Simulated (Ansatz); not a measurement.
**SiHF₂− (SMILES F[SiH-]F): functionals against CCSD(T) at one geometry**

How do the functionals fare away from a minimum? The structure is a structure displaced at random from a GFN2-xTB minimum.

Computed with Ansatz 0.2.0, Gaussian basis. Level: single points in def2-TZVPPD.

Correlated methods freeze the cores. B3LYP uses VWN-RPA correlation.

## (1) Where the work starts

SMILES `F[SiH-]F`, 4 atoms, charge -1, spin multiplicity 1.

Atoms are counted from 1 here; the program's logs count them from 0.

Bond lengths: F1–Si2 1.840 Å, Si2–F3 1.756 Å, Si2–H4 1.675 Å. Angles: F1–Si2–F3 101.3°, F1–Si2–H4 97.3°, F3–Si2–H4 88.9°.

Geometry (Å):

```xyz
4
charge -1, multiplicity 1
F     1.46960    0.70810   -0.42920
Si   -0.00860   -0.38730   -0.45770
F    -1.28520    0.74870   -0.05360
H     0.04140   -0.85280    1.15100
```

## (2) CCSD(T)/def2-TZVPPD

Contents of run/in.yaml:

```yaml
crystal:
  periodic: [false, false, false]
  atoms:
    - {symbol: F, position_ang: [1.469600, 0.708100, -0.429200]}
    - {symbol: Si, position_ang: [-0.008600, -0.387300, -0.457700]}
    - {symbol: F, position_ang: [-1.285200, 0.748700, -0.053600]}
    - {symbol: H, position_ang: [0.041400, -0.852800, 1.151000]}
basis:
  gaussian: {orbitals: "def2-TZVPPD.json"}
total_charge: -1
correlation: {method: ccsd_t}
output: {forces: true}
```

The basis file named in the input lies beside it (Basis Set Exchange, JSON).

No record of the launch command was kept for these runs.

## (3) PBE0-D4/def2-TZVPPD

run/in.yaml: that of step 2 with these lines changed.

```diff
@@ -10,3 +10,3 @@
 total_charge: -1
-correlation: {method: ccsd_t}
-output: {forces: true}
+hamiltonian: {xc: pbe0, dispersion: d4}
+output: {forces: true, orbitals: {seedname: orbitals}}
```

## (4) wB97M-V/def2-TZVPPD

run/in.yaml: that of step 3 with these lines changed.

```diff
@@ -10,3 +10,3 @@
 total_charge: -1
-hamiltonian: {xc: pbe0, dispersion: d4}
-output: {forces: true, orbitals: {seedname: orbitals}}
+hamiltonian: {xc: {name: wB97M-V}}
+output: {forces: true}
```

## (5) r2SCAN-D4/def2-TZVPPD

run/in.yaml: that of step 4 with these lines changed.

```diff
@@ -10,3 +10,3 @@
 total_charge: -1
-hamiltonian: {xc: {name: wB97M-V}}
+hamiltonian: {xc: r2scan, dispersion: d4}
 output: {forces: true}
```

## (6) PBE-D4/def2-TZVPPD

run/in.yaml: that of step 5 with these lines changed.

```diff
@@ -10,3 +10,3 @@
 total_charge: -1
-hamiltonian: {xc: r2scan, dispersion: d4}
+hamiltonian: {xc: pbe, dispersion: d4}
 output: {forces: true}
```

## (7) LC-wPBE/def2-TZVPPD

run/in.yaml: that of step 6 with these lines changed.

```diff
@@ -10,3 +10,3 @@
 total_charge: -1
-hamiltonian: {xc: pbe, dispersion: d4}
+hamiltonian: {xc: {name: LC-wPBE}}
 output: {forces: true}
```

## (8) B3LYP-D4/def2-TZVPPD

run/in.yaml: that of step 7 with these lines changed.

```diff
@@ -10,3 +10,3 @@
 total_charge: -1
-hamiltonian: {xc: {name: LC-wPBE}}
+hamiltonian: {xc: {name: B3LYP}, dispersion: d4}
 output: {forces: true}
```

(Steps that only read results are left out.)

**Question.** What will these runs give? Wanted: RMS force component; RMS force error; HOMO and LUMO, PBE0-D4; T1 diagnostic.

As calculated:

| quantity | value |
| --- | --- |
| RMS force component | 0.752 to 1.046 eV/Å over the methods |
| RMS force error | PBE0-D4 0.052, wB97M-V 0.063, r2SCAN-D4 0.067, PBE-D4 0.298, LC-wPBE 0.029, B3LYP-D4 0.125 eV/Å |
| HOMO and LUMO, PBE0-D4 | -0.54 and 4.51 eV |
| T1 diagnostic | 0.015 |

What this shows: For forces LC-wPBE does best and PBE-D4 worst. Frozen-core CCSD(T) forces in triple zeta carry basis errors of their own, and this is one geometry, so small gaps rank nothing.
